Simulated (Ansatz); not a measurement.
Barrier height from H + HO to the transition structure H2O, without zero-point energy, on the benchmark's geometries as Psi4's copy of the set gives them.
Transition structure (charge 0, multiplicity 3, Z-matrix in Å and degrees):
```
O
H 1 1.1893
H 2 0.9116 1 180.00
```

Quantity: the barrier height.

Open shells are unrestricted; no spin–orbit coupling.

Cores are frozen in the correlated methods. CBS: X⁻³ extrapolation of the correlation energy, Hartree–Fock from the larger set.

The values were computed with Ansatz (an electronic-structure program). Each number belongs to the level named beside it.

Costs are ratios of core time to PBE/def2-TZVPPD (roughly 2.3 s), for whole runs (searches for the state included, and forces where a run took them) on one shared machine, so rough; each difference counts from 10.69 kcal/mol (CCSD(T)/CBS(aug-cc-pVTZ, aug-cc-pVQZ), a level with limits of its own).

| level | basis functions | cost | difference (kcal/mol) |
|---|---|---|---|
| PBE0/def2-TZVPPD | 74 | ×0.6 | -3.64 |
| SVWN5/def2-TZVPPD | 74 | ×0.7 | -12.71 |
| CCSD(T)/cc-pVDZ | 24 | ×0.7 | -1.35 |
| PBE/def2-TZVPPD | 74 | ×1 | -7.10 |
| r2SCAN/def2-TZVPPD | 74 | ×1 | -7.57 |
| BLYP/def2-TZVPPD | 74 | ×1 | -9.25 |
| CCSD(T)/aug-cc-pVDZ | 41 | ×1 | -0.92 |
| B97M-V/def2-TZVPPD | 74 | ×1 | -4.71 |
| wB97M-V/def2-TZVPPD | 74 | ×2 | -1.67 |
| wB97X-V/def2-TZVPPD | 74 | ×2 | -1.90 |
| CCSD(T)/aug-cc-pVTZ | 92 | ×4 | -0.77 |
| CCSD(T)/aug-cc-pVQZ | 172 | ×20 | -0.27 |

The cheapest listed level whose difference stays within 1.00 kcal/mol: CCSD(T)/aug-cc-pVDZ (-0.92 kcal/mol, cost ×1).

What the step from CCSD(T)/aug-cc-pVTZ to CCSD(T)/aug-cc-pVQZ costs and buys: 92 to 172 functions, cost ×7 (rough); the difference goes from -0.77 to -0.27 kcal/mol.
